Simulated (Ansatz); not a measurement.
Two shapes of doublet C₂H₅.

Shape 1:

```xyz
7

C     0.0000    0.0145   -0.6350
C     0.0000   -0.0388    0.7272
H     0.8590    0.0136    1.2473
H    -0.8590    0.0136    1.2473
H     0.0000    0.9753   -0.9807
H     0.8201   -0.4285   -1.0335
H    -0.8201   -0.4285   -1.0335
```

Shape 2:

```xyz
7

C    -0.0027    0.0214   -0.6824
C    -0.0087   -0.0378    0.7882
H     0.9249    0.0169    1.3517
H    -0.9363    0.0240    1.3529
H    -0.0008    1.0630   -1.0755
H     0.8938   -0.4710   -1.1315
H    -0.8828   -0.4621   -1.1200
```

Basis set: def2-TZVP (spherical functions). Frozen core: 2 orbitals. Charge 0, multiplicity 2.

Computed with Ansatz (development build ahead of 0.2.0); each method stands on the lowest determinant of its kind that the runs found.

(1) Which shape is lower in energy, and by how much in each method?

## Answers

(1)

```
 method  E(2) − E(1) (eV)
    UHF            -0.828
UHF-MP2            -0.875
```

Shape 2 is lower.
